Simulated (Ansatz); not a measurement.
A nudged elastic band was laid between two geometries of C$_{2}$H$_{3}$N$_{2}$ (7 atoms, charge 0, multiplicity 2).

All numbers below come from UKS PBE-D4/def2-SVP (Ansatz).

```yaml
movable_images: 7
climbing_image: yes
spring: 5.0 eV/Å²
optimiser: quadratic models (default)
start_path: IDPP
force_threshold: 0.03 eV/Å
iteration_limit: 60
end_points: relaxed
```

First end point:

```xyz
7
Properties=species:S:1:pos:R:3
C -0.433 0.671 -0.323
N 0.601 -0.324 -0.431
C 0.820 -1.188 0.489
N 1.117 -2.047 1.281
H -1.103 0.581 -1.207
H -1.037 0.630 0.608
H 0.035 1.677 -0.418
```

Last end point:

```xyz
7
Properties=species:S:1:pos:R:3
C -0.438 0.720 -0.177
N 0.565 0.015 0.576
C 0.823 -1.224 0.383
N 1.152 -2.380 0.292
H -0.981 0.112 -0.932
H -1.166 1.167 0.535
H 0.044 1.590 -0.678
```

Q: Which bonds break or form, and what moves?

A: No bond is made or broken. The dihedral H5–C1–N2–C3 goes from -124 to 1°. The two ends are copies of one structure, up to a mirror image or an exchange of like atoms.

Q: Give the energies along the band, and the barrier.

A: The forces met the threshold. The highest image is number 4 of 0 to 8, 1.5 kJ/mol above the ends, which have the same energy within 2 meV. A vibrational analysis at the climbing image gives one clearly imaginary mode, 104i cm⁻¹: a first-order saddle point.

```tsv
image	path coordinate (Å)	energy (kJ/mol)	dihedral H5–C1–N2–C3 (°)
0	0.00	0.0	-124
1	0.25	0.1	-109
2	0.50	0.6	-93
3	0.75	1.2	-76
4	0.99	1.5	-59
5	1.24	1.2	-42
6	1.49	0.6	-27
7	1.74	0.1	-13
8	1.99	0.0	1
```

Q: What is the geometry of the highest image?

A: 
```xyz
7
Properties=species:S:1:pos:R:3:forces:R:3
C -0.382 0.741 -0.261 0.00 0.00 0.00
N 0.827 0.004 0.010 0.00 0.00 0.00
C 0.800 -1.208 0.429 0.00 0.01 0.00
N 0.914 -2.341 0.822 0.00 -0.01 0.00
H -1.000 0.231 -1.036 0.00 0.00 0.00
H -1.024 0.813 0.647 0.00 0.00 0.00
H -0.134 1.760 -0.610 0.00 0.00 0.00
```

Q: What are the harmonic wavenumbers there?

A: 104i, 215, 418, 584, 909, 943, 1084, 1303, 1333, 1401, 1414, 1958, 2925, 2992, 3084 cm⁻¹.

The run took 120 s on 1 thread of Arm Neoverse V2, with other jobs on the host, peak memory 0.14 GiB.
